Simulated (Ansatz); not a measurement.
This geometry of CH5B + H2 (9 atoms, charge 0, multiplicity 1) is a first-order saddle point.

Level of theory: RKS B3LYP-D4/def2-SVP in Ansatz.

```xyz
9
Properties=species:S:1:pos:R:3
B 0.213 -0.824 0.253
C -0.365 0.832 -0.059
H -0.711 -1.572 0.066
H 0.869 -0.796 1.263
H 0.571 -0.076 -0.700
H 1.054 -1.077 -0.691
H -0.972 0.979 -0.965
H -1.032 0.890 0.809
H 0.373 1.644 0.025
```

(1) Which two structures does it join? (They come from a converged band through this point; their orientation in space is the band's.)

(2) How far does it lie above each of them?

Results:

(1) Bonds broken: B1–C2, H5–H6. Bonds formed: B1–H6, C2–H5. CH5B + H2 becomes BH3 + CH4.

Image 0:

```xyz
9
Properties=species:S:1:pos:R:3
B -0.166 -0.547 0.578
C -0.588 0.902 0.191
H -0.801 -1.503 0.196
H 0.739 -0.744 1.356
H 1.463 -0.620 -1.543
H 1.594 -1.311 -1.249
H -1.132 0.994 -0.762
H -1.320 1.173 0.985
H 0.212 1.656 0.249
```

Image 6:

```xyz
9
Properties=species:S:1:pos:R:3
B 0.493 -1.509 0.330
C -0.404 1.222 -0.262
H -0.646 -1.880 0.212
H 0.897 -1.122 1.396
H 0.276 0.445 -0.652
H 1.253 -1.601 -0.601
H -1.156 1.441 -1.032
H -0.904 0.883 0.655
H 0.190 2.121 -0.045
```

(2) 14.6 kcal/mol above the first and 18.8 kcal/mol above the second. This is the barrier of this one path; another mechanism may lie lower. The orbitals stay closed-shell, which can raise the energy where a bond breaks towards radicals; this wasn't checked here.

The run took 50 s on 1 CPU thread of a shared host.
